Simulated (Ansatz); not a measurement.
A calculation with Ansatz (development build ahead of 0.2.0).

```yaml
crystal:
  periodic: [false, false, false]
  atoms:
    - { symbol: C, position_ang: [0.0, -0.9285, -0.06538] }
    - { symbol: O, position_ang: [0.0, -0.91557, 1.13161] }
    - { symbol: O, position_ang: [0.0, 0.14551, -0.84956] }
    - { symbol: C, position_ang: [0.0, 1.3995, -0.18375] }
    - { symbol: H, position_ang: [0.0, -1.84176, -0.69661] }
    - { symbol: H, position_ang: [0.0, 2.16529, -0.96776] }
    - { symbol: H, position_ang: [-0.892, 1.50549, 0.45136] }
    - { symbol: H, position_ang: [0.892, 1.50549, 0.45136] }
basis:
  gaussian: { orbitals: cc-pVDZ }
hamiltonian:
  xc: hf
correlation:
  method: mp2
  frozen_orbitals: { C: 1, H: 0, O: 1 }
```

The input is written out in the form of the current development build from the run's settings.

The run gave:

- Converged: yes
- Reference energy: -227.80618 hartree
- Correlation energy: -0.63714 hartree
- Total energy: -228.44332 hartree
- Spin squared of the determinant: 0.000
